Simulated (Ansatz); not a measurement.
# SiH2O (singlet): from Hartree-Fock to the top rungs, cc-pVDZ

Aim: climb from Hartree-Fock through coupled cluster for SiH2O (singlet) at one geometry and basis, and see what each rung misses.

Program: Ansatz 0.2.0, Gaussian basis. Level of theory: cc-pVDZ, core rule «outside noble gas», up to 6 orbitals frozen. These are calculated values, not measurements.

The runs, in order: UHF; CCSD(T) on RHF; BCCD(T) on RHF; CISD; CCSDT(Q) on RHF.

23 further runs of the same task are left out: 8 for a known fault of the program, 7 that didn't finish, 8 set aside as unsound or not needed.

## 1. The geometry

The geometry is a PBE0/def2-TZVP stationary point (not a proven minimum).

4 atoms, charge 0, spin multiplicity 1.

Atoms are counted from 1 here; the program's logs count them from 0.

Bond lengths: Si1–O2 1.516 Å, Si1–H3 1.486 Å, Si1–H4 1.486 Å. Angles: O2–Si1–H3 124.0°, O2–Si1–H4 124.0°, H3–Si1–H4 111.9°.

## 2. UHF

Input file in.yaml:

```yaml
crystal:
  periodic: [false, false, false]
  atoms:
    - {symbol: Si, position_ang: [0.000000, 0.000000, 0.489694]}
    - {symbol: O, position_ang: [0.000000, 0.000000, -1.026105]}
    - {symbol: H, position_ang: [0.000000, 1.230909, 1.321383]}
    - {symbol: H, position_ang: [0.000000, -1.230909, 1.321383]}
basis:
  gaussian: {orbitals: cc-pVDZ}
magnetization: {spin_polarized: true, initial_magnetization: 0}
hamiltonian: {xc: hf}
output: {orbitals: {seedname: orbitals}}
```

Started as:

```bash
> ansatz run in.yaml --threads 1 --pin off --events-out ev --progress --plain --max-ram 2393MiB
```

The runs that follow: CCSD(T) on RHF; BCCD(T) on RHF; CISD; CCSDT(Q) on RHF.

Q: Predict the results of all the runs planned. Wanted: RCCSDT(Q) below the RHF energy; RMP2 from RCCSDT(Q); RCCSD from RCCSDT(Q); RCCSD(T) from RCCSDT(Q); T1 diagnostic.

As calculated:

| quantity | value |
| --- | --- |
| RCCSDT(Q) below the RHF energy | -8.6074 eV |
| RMP2 from RCCSDT(Q) | +16.33 kcal/mol |
| RCCSD from RCCSDT(Q) | +7.41 kcal/mol |
| RCCSD(T) from RCCSDT(Q) | +1.31 kcal/mol |
| levels within 1 kcal/mol (43 meV) | RCCSDT |
| T1 diagnostic | 0.025 |

What this shows: RCCSD(T) lands +1.31 kcal/mol from the yardstick (0.7 % of the correlation energy). These misses are within one basis, not against nature.
